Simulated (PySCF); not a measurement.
## Functional benchmark on one molecule

Molecule: trans-1,2-difluoroethene, C2H2F2.

Geometry:
```csv
atom,x (Å),y (Å),z (Å)
F1,0.830,-0.602,-1.435
C2,0.424,0.211,-0.467
C3,-0.424,-0.211,0.467
F4,-0.830,0.602,1.435
H5,0.835,1.223,-0.506
H6,-0.835,-1.223,0.506
```

Geometry PBE0-D3(BJ)/def2-SVP throughout; GIAO in PySCF, gas phase, one conformer, non-relativistic; equivalent atoms averaged; basis pcSseg-2.

Reference values (CCSD(T)/13s9p4d3f; gas (isolated, no vibration); M. E. Harding, PhD thesis, Mainz 2008 (Harding, Lenhart, Auer, Gauss, JCP 2008, 128, 244111)): σ(F1/F4) = 397.7 ppm.

Q: How do the functionals HF, LDA, PBE, BLYP, BP86, OPBE, KT2, KT3, B97-D, B3LYP, PBE0, mPW1PW91, WP04, B97-2, BHandHLYP, CAM-B3LYP, wB97X-D, LC-wPBE perform against the reference? Times are CPU seconds on shared hosts with different chips, so compare them loosely; the GGAs took longer than the global hybrids here, which isn't the general rule, and the cause wasn't traced.

A: 
```tsv
functional	kind	F1/F4	abs. error F	core-s
HF	Hartree–Fock	413.1	15.4	5.6
LDA	LDA	351.1	46.6	13
PBE	GGA	348.3	49.4	16
BLYP	GGA	348.8	48.9	16
BP86	GGA	349.5	48.2	15
OPBE	GGA	348.7	49.0	16
KT2	GGA	356.1	41.6	16
KT3	GGA	353.8	43.9	16
B97-D	GGA	353.2	44.5	16
B3LYP	global hybrid	364.9	32.8	12
PBE0	global hybrid	367.7	30.0	12
mPW1PW91	global hybrid	367.4	30.3	12
WP04	global hybrid	358.4	39.3	5.6
B97-2	global hybrid	366.9	30.8	9.6
BHandHLYP	global hybrid	386.0	11.7	5.4
CAM-B3LYP	range-separated hybrid	375.3	22.4	7.5
wB97X-D	range-separated hybrid	371.9	25.8	7
LC-wPBE	range-separated hybrid	378.7	19.0	9
```

For ¹⁹F the closest is BHandHLYP (11.7 ppm) and the furthest PBE (49.4 ppm). One molecule is a small sample, and the reference may use another geometry.
